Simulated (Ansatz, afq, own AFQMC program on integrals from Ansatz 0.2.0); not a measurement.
## Sn, triplet → Sn⁺, quartet

A free Sn atom.

E(quartet, charge +1) − E(triplet, charge +0) at this geometry, on UHF and UHF determinants.

Basis def2-TZVPP with its core potentials. Only valence electrons are correlated. AFQMC by an in-house program on the Cholesky factors that Ansatz 0.2.0 writes for its CCSD(T) run. ph-AFQMC/CISD is guided by a CISD state made of CCSD amplitudes; releasing the constraint for a short imaginary time cuts its bias at the price of noise, slowly where states lie close. Free AFQMC starts from the CCSD state and is never constrained. Its projection time is finite, and what remains of the start isn't in its error. Error bars are statistical, one sigma. No spin–orbit coupling. The errors of all members are added in quadrature.

Full CI on the same integrals is exact in this basis and with this determinant's frozen core.

Errors are counted within def2-TZVPP, not against nature.

Cautions: inner d shell frozen; no spin-orbit coupling; Sn (triplet): the released energies are still falling, so no released level is given (meV from the phaseless value at times in 1/Eh: 2 ± 4 at 0.24, 3 ± 3 at 0.51, -3 ± 3 at 0.99, -6 ± 3 at 1.62, -8.1 ± 2.3 at 2.40), though the last usable value meets full CI within the noise, the ph-AFQMC/HF walk drifts between its halves (2.0 errors); Sn⁺ (quartet): another spin lies lower, the ph-AFQMC/CISD walk drifts between its halves (2.5 errors); this isn't the first ionization.

Reference (full CI): 12.355 eV.

```tsv
level	vertical ionization energy (eV)	error against FCI (eV)
HF	11.062	-1.293
MP2	12.037	-0.318
CCSD	12.302	-0.053
CCSD(T)	12.343	-0.012
ph-AFQMC/HF	12.315 ± 0.021	-0.041 ± 0.021
ph-AFQMC/CISD	12.348 ± 0.003	-0.007 ± 0.003
free AFQMC	12.354 ± 0.003	-0.001 ± 0.003
```

Correlation beyond CCSD(T) adds 0.012 eV. The perturbative (T) step is worth +0.040 eV.

Free projections are given only where their last times agree within the noise and don't stop above the reference; a slow remainder of the start can still hide under it. A walk keeps the symmetry of its determinant, which the program's search chose and which needn't be the lowest solution, so a lower state of the same spin and another symmetry isn't excluded.
